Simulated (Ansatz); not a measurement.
Program: Ansatz. Geometries: PBE0-D4/def2-TZVP. ΔE: electronic, gas phase. CBS: MP2 limit from def2 TZ/QZ plus the TZ coupled-cluster correction, frozen cores. Functionals use def2-TZVPP. B3LYP here is the variant with VWN-RPA as its local correlation; programs differ in this. Each species was taken in one conformer, which may not be the lowest.

Reaction (isomerisation): `C=C(C)SC` → `C=C(S)CC`

Q: Is it downhill or uphill in electronic energy at CCSD(T)/CBS, and by how much? (Best estimate.)

A: The calculation gave: Downhill: ΔE = -6.0 kJ/mol.

Q: What do these levels give: B97M-V, PBE0-D4, B3LYP-D4, BHLYP-D4, PBE, CAM-B3LYP, MP2/def2-SVP, CCSD(T)/def2-SVP, HF/def2-TZVPP, CCSD/def2-TZVPP, SCS-MP2/def2-QZVPP, CCSD/CBS(def2)? (An estimate is asked.)

A: Computed: B97M-V -4.9, PBE0-D4 -4.1, B3LYP-D4 -3.8, BHLYP-D4 -5.5, PBE -2.0, CAM-B3LYP -5.8, MP2/def2-SVP -18.6, CCSD(T)/def2-SVP -19.8, HF/def2-TZVPP -7.3, CCSD/def2-TZVPP -9.2, SCS-MP2/def2-QZVPP -5.7, CCSD/CBS(def2) -6.9 kJ/mol.

Largest T1 diagnostic among the species: 0.011.

At CCSD(T), def2-SVP lies −13.8 kJ/mol from the extrapolated value and def2-TZVPP −2.3 kJ/mol. From BLYP to BHLYP (50 % exact exchange), in def2-TZVPP and without D4, ΔE moves by −3.7 kJ/mol. Leaving LDA and LC-ωPBE aside and taking each functional with its dispersion term where it has one, the values, not all of them listed here, spread over 4.3 kJ/mol, from CAM-B3LYP-D4 to revPBE-D4. LDA lies −4.1 kJ/mol from PBE without D4.
